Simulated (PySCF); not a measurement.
**Isomers of C2H4Cl2: computed energies against enthalpies of formation**

**The experiment to reproduce.**

From Active Thermochemical Tables 1.112, for the gas at 298.15 K: enthalpy of formation of `ClCCCl` (1,2-dichloroethane) -130.09 ± 0.59 kJ/mol; enthalpy of formation of `CC(Cl)Cl` (1,1-dichloroethane) -127.4 ± 1.1 kJ/mol.

How close the calculation comes is told at the end.

Differences of these values give the isomerisation enthalpies. Geometries: GFN2-xTB; runs in PySCF, gas phase, with a dispersion term only where the level names one. Total electronic energies (Eh):

```tsv
SMILES	PBE0/def2-SVPD
ClCCCl	-998.29646
CC(Cl)Cl	-998.29507
```

Zero-point and thermal terms are left out, so the computed numbers are electronic energies.

## Comparison

Relative to `ClCCCl`, the lowest by measurement, in kJ/mol (measured: enthalpies at 298.15 K; computed: electronic energies):

| SMILES | measured | PBE0/def2-SVPD |
| --- | --- | --- |
| ClCCCl | 0.0 | 0.0 |
| CC(Cl)Cl | 2.7 | 3.6 |

Measured values: -130.09 kJ/mol (298.15 K; Active Thermochemical Tables 1.112) for the first row; the others come from the same table. Unsigned miss: PBE0/def2-SVPD 0.9 kJ/mol. The two lowest measured values lie only 2.7 kJ/mol apart, so their order may not be settled by the table. One conformer stands for `ClCCCl`, not necessarily the lowest, while the measurement averages over conformers. Where a level misses, the cause wasn't examined.
